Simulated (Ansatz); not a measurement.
**BS (quartet): the correlation ladder, def2-QZVPP**

One table from this session's results is given with a row withheld; the runs are named, their logs left out.

Program: Ansatz 0.2.0, Gaussian basis. Level of theory: def2-QZVPP, core rule «outside noble gas», up to 6 orbitals frozen. These are calculated values, not measurements.

The runs, in order: UHF; ROHF; CCSD(T) on UHF.

### What is computed

The geometry is a PBE0/def2-TZVP stationary point (not a proven minimum).

2 atoms, charge 0, spin multiplicity 4.

Atoms are counted from 1 here; the program's logs count them from 0.

Bond lengths: B1–S2 1.790 Å.

Geometry (Å):

```xyz
2

B     0.0000    0.0000    0.0000
S     0.0000    0.0000    1.7895
```

Set-up of the first run:

in.yaml reads:

```yaml
crystal:
  periodic: [false, false, false]
  atoms:
    - {symbol: B, position_ang: [0.000000, 0.000000, 0.000000]}
    - {symbol: S, position_ang: [0.000000, 0.000000, 1.789500]}
basis:
  gaussian: {orbitals: "def2-QZVPP.json"}
magnetization: {spin_polarized: true, initial_magnetization: 3}
hamiltonian: {xc: hf}
output: {orbitals: {seedname: orbitals}}
```

The run is started by

```console
$ ansatz run in.yaml --threads 1 --pin off --events-out ev --progress --plain --max-ram 2393MiB
```

Steps of the session up to this table: UHF; ROHF; CCSD(T) on UHF.

One of the session's tables, all rows but one given; the rest of the session is left out.

```
  method  from UCCSD(T) (kJ/mol)
    ROHF                  +637.5
     UHF                       ?
    UMP2                  +101.8
   UCCSD                   +31.4
UCCSD(T)                       0
```

**Question.** Estimate the row for UHF.

The run gave: from UCCSD(T) (kJ/mol): +618.3. In the column «from UCCSD(T) (kJ/mol)» it lies between UMP2 (+101.8) and ROHF (+637.5).
